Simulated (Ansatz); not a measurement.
Reaction (SMILES): ClC(Cl)Cl [chloroform] + 3 [H][H] (H2) -> C (CH4) + 3 Cl (HCl)

Wanted: energy of full hydrogenation (enthalpy at 298 K), in kcal/mol. Conventions: six Cartesian d functions in 6-31G* and its kin unless marked 5d; frozen cores in correlated levels; non-relativistic; 6-311+G** with 5d, 6d on Na to Ar in Ansatz (a quantum-chemistry and plane-wave program); dispersion terms only where a functional's name holds one; spin-orbit terms left out; LANL2DZ with its own core potentials from Na on. CBS marks a two-point X^-3 extrapolation of the correlation energy; Hartree-Fock from the larger set. Ab initio and DFT rows: single points at B3LYP-D3(BJ) geometries (Ansatz), with unscaled harmonic terms from B3LYP/6-31G* (Ansatz) at its own minima.

Measured values: Active Thermochemical Tables 1.112 (ions: stationary electron), as tabulated in the package chemicals; they hold spin-orbit and core effects, anharmonicity. 

Value to compare with, the measured value: -59.2 kcal/mol.

| level | program | energy of full hydrogenation (enthalpy at 298 K) (kcal/mol) | error |
|---|---|---|---|
| HF/6-311+G** | Ansatz | -77.4 | -18.2 |
| SVWN5/6-31G* | Ansatz | -46.6 | 12.6 |
| PBE/STO-3G | Ansatz | -22.8 | 36.4 |
| B3LYP/LANL2DZ | Ansatz | -60.1 | -0.9 |
| B3LYP/6-31G* | Ansatz | -54.4 | 4.8 |
| B3LYP/cc-pVDZ | Ansatz | -64.1 | -4.9 |
| PBE0/6-311+G** | Ansatz | -64.4 | -5.2 |
| MP2/STO-3G | Ansatz | -27.1 | 32.1 |
| MP2/6-311+G** | Ansatz | -57.7 | 1.5 |
| r2SCAN-D4/def2-TZVPD | Ansatz + dftd4 | -57.2 | 2.0 |
| B3LYP/def2-TZVPD | Ansatz | -63.4 | -4.2 |
| wB97X-V/def2-TZVPD | Ansatz | -60.0 | -0.8 |
| CCSD(T)/CBS(cc-pV(T+d)Z,cc-pV(Q+d)Z) | Ansatz | -61.1 | -1.9 |

Among the 9 habitual levels, PBE/STO-3G lies farthest from the measured value (36.4 kcal/mol); 5 of 9 lie above it, and their mean absolute error is 13.0 kcal/mol, the median 5.2. One case shows no general order.

The levels are drawn from those run, B3LYP/6-31G* more often than the rest, none by its result; left out are runs that failed, that the program found above a lower state of the same kind, or whose <S^2> lies over 0.5 above the pure value.
